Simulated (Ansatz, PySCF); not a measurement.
System: benzene, C$_{6}$H$_{6}$, net charge 0, singlet state. SMILES: c1ccccc1
Coordinates optimised at B3LYP-D3(BJ)/def2-TZVP (Ansatz, a quantum-chemistry and plane-wave program):
```
C
H 1 1.0826
C 1 1.3905 2 120.00
H 3 1.0826 1 120.00 2 0.00
C 3 1.3905 4 120.00 1 180.00
H 5 1.0826 3 120.00 4 0.00
C 1 1.3905 2 120.00 3 180.00
H 7 1.0826 1 120.00 2 0.00
C 7 1.3905 8 120.00 1 -180.00
H 9 1.0826 7 120.00 8 0.00
C 9 1.3905 10 120.00 7 180.00
H 11 1.0826 9 120.00 10 0.00
```
Charge 0, spin multiplicity 1.

Quantity: atomisation energy (electronic, to ground-state atoms), in kcal/mol. Valence correlation only, unless marked. Open shells are spin-unrestricted. Spin-orbit coupling is left out. No relativistic terms. The coupled-cluster limit lacks core correlation, which all-electron functionals hold. CBS marks a two-point X^-3 extrapolation of the correlation energy; Hartree-Fock from the larger set. The bracket is a focal-point correction in the basis named.

The Hartree-Fock reference is unstable (checked in the largest basis), which strains HF and MP2. 

```csv
level,program,atomisation energy (kcal/mol)
HF-D4/def2-TZVPD,PySCF + dftd4,1049.5
BLYP/def2-TZVPD,Ansatz,1355.9
revPBE-D4/def2-TZVPD,Ansatz + dftd4,?
r2SCAN/def2-TZVPD,Ansatz,?
PBE0-D3(BJ)/def2-TZVP,Ansatz + dftd3,1390.6
PBE0-D4/def2-TZVP,Ansatz + dftd4,1390.4
LC-wPBE-D4/def2-TZVPD,Ansatz + dftd4,1377.1
wB97X-V/def2-TZVPD,Ansatz,1366.1
wB97X/def2-TZVPD,Ansatz,1365.5
B2GP-PLYP-D3(BJ)/def2-TZVPD,Ansatz + dftd3,1359.2
B2GP-PLYP-D4/def2-TZVPD,Ansatz + dftd4,1357.9
SCS-MP2/STO-3G,Ansatz,1370.7
SCS-MP2/cc-pVTZ,Ansatz,1348.7
CCSD/STO-3G,Ansatz,1380.1
CCSD/cc-pVTZ,Ansatz,?
"RI-MP2/CBS(cc-pVTZ,cc-pVQZ)+[CCSD(T)-MP2]/cc-pVTZ",Ansatz,1364.1
```

**Question.** Some entries are withheld; supply them.

**Answer.** 
- revPBE-D4/def2-TZVPD, atomisation energy (kcal/mol): 1382.3
- r2SCAN/def2-TZVPD, atomisation energy (kcal/mol): 1375.8
- CCSD/cc-pVTZ, atomisation energy (kcal/mol): 1306.9
